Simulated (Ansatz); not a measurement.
Process, species as SMILES: [SiH2] (SiH2) (closed-shell singlet) → 2 H atom + Si atom
B3LYP-D3(BJ)/def2-TZVP geometries, fixed; electronic energies without zero-point terms.
Largest species:
```xyz
3

Si     0.0052     0.0009     0.1327
H     -0.0342     1.0849    -0.9366
H     -0.0389    -1.0973    -0.9218
```

Basis-set convergence of the atomisation energy at B3LYP with Ansatz (a first-principles code). All functions are spherical. The program fits the integrals of some runs and decomposes those of others, by size. Open shells are unrestricted. No added dispersion term, no relativity. Functions are those of the species that has most. Reference: the value in aug-cc-pV(5+d)Z, 153.92 kcal/mol, itself unsure by roughly 0.09 kcal/mol (its mean distance from pcseg-4, aug-pcseg-3, aug-cc-pV(Q+d)Z). Deviations are taken from unrounded values.

| basis | functions |
|---|---|
| pcseg-0 | 17 |
| pcseg-1 | 28 |
| def2-SVPD | 40 |
| aug-cc-pV(D+d)Z | 50 |
| def2-TZVPD | 61 |
| pcseg-2 | 62 |
| jun-cc-pV(T+d)Z | 76 |
| def2-TZVPPD | 82 |
| aug-cc-pV(T+d)Z | 101 |
| pcseg-3 | 130 |
| def2-QZVPPD | 142 |
| aug-cc-pV(Q+d)Z | 181 |
| pcseg-4 | 227 |
| aug-cc-pV(5+d)Z | 296 |

**Question.** Which is the smallest set listed that can be trusted to 2 kcal/mol here, that is, within that of the reference together with its larger relatives (same family, alike in diffuse functions; a set with none to test it counts only in the reference's own line)?

**Answer.** The smallest set listed that lies within 2 kcal/mol of the reference with all its larger relatives (same family, alike in diffuse functions; a set with none counts only in the reference's own line) is def2-SVPD (40 functions, -1.31 kcal/mol off). Value minus reference: pcseg-0 -16.03, pcseg-1 -2.87, def2-SVPD -1.31, aug-cc-pV(D+d)Z -2.45, def2-TZVPD -0.25, pcseg-2 -0.80, jun-cc-pV(T+d)Z -0.23, def2-TZVPPD -0.03, aug-cc-pV(T+d)Z -0.25, pcseg-3 -0.14, def2-QZVPPD -0.08, aug-cc-pV(Q+d)Z 0.17, pcseg-4 -0.04, aug-cc-pV(5+d)Z 0.00 kcal/mol.
